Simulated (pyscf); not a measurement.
Elementary routes open to H₃C–GaH–CH₃ + H₂C=CH₂ in the gas phase (singlet surface):
A. H₃C–CH₂–Ga(CH₃)–CH₃ (Ga–H broken; C–Ga, C–H formed)
B. H₃C–CH₂–CH₂–GaH–CH₃ (C–Ga broken; C–C, C–Ga formed)

PySCF, gas phase, ωB97X-D3(BJ)/def2-SVP geometries.

**Question.** Rank the routes by free-energy barrier at 900 K, lowest first, for ωB97M-D3(BJ)/def2-TZVP energies (ideal gas, 1 atm, RRHO with modes under 100 cm⁻¹ raised to 100, one conformer, R ln 2 for chiral ones without a mode under 150 cm⁻¹).

**Answer.** A (45.7 kcal/mol), B (63.5 kcal/mol)

Route A is the fastest of these, ahead of the next by 17.9 kcal/mol. The most stable products are those of A (ΔG = +5.3 kcal/mol), so kinetics and thermodynamics agree. At 298 K A is still the fastest. A: On the reactant side the descent ends in a bound adduct, 10.1 kcal/mol under the separated species and 16.1 kcal/mol under the saddle at ωB97X-D3(BJ)/def2-TZVP. B: On the reactant side the descent ends in a bound adduct (not fully relaxed), 10.1 kcal/mol under the separated species and 31.5 kcal/mol under the saddle at ωB97X-D3(BJ)/def2-TZVP. Only these routes are compared; each barrier is that of the saddle found, and lower ones may exist. Elements up to Kr have no core potential and no relativistic terms here.
